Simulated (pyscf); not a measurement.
Thermochemistry of product channels of H₂P–GeH₃ (SMILES [PH2][GeH3]) + H₂O (SMILES O) on the singlet surface, in kcal/mol, from ωB97M-D3(BJ)/def2-TZVP energies (ideal gas, 1 atm, RRHO with modes under 100 cm⁻¹ raised to 100, one conformer, R ln 2 for rigid chiral ones). Single points on ωB97X-D3(BJ)/def2-SVP structures (PySCF, gas phase).

```csv
products,ΔE,ΔH(298 K),ΔG(298 K),ΔG(1200 K)
HO–PH–GeH₃ (SMILES O[PH][GeH3]) + H₂ (SMILES [H][H]),+10.4,+7.7,+9.7,+13.3
PH₃ (SMILES P) + HO–GeH₃ (SMILES [OH][GeH3]),?,-1.6,-1.7,?
HO–GeH₂–PH₂ (SMILES [OH][GeH2][PH2]) + H₂ (SMILES [H][H]),?,-3.5,-1.6,+1.3
```

### Question
Complete the blanks.

### Answer

- PH₃ (SMILES P) + HO–GeH₃ (SMILES [OH][GeH3]), ΔE: -0.3
- PH₃ (SMILES P) + HO–GeH₃ (SMILES [OH][GeH3]), ΔG(1200 K): -0.9
- HO–GeH₂–PH₂ (SMILES [OH][GeH2][PH2]) + H₂ (SMILES [H][H]), ΔE: -0.8

These are energies of the channels, which say nothing of barriers. Elements up to Kr have no core potential and no relativistic terms here.
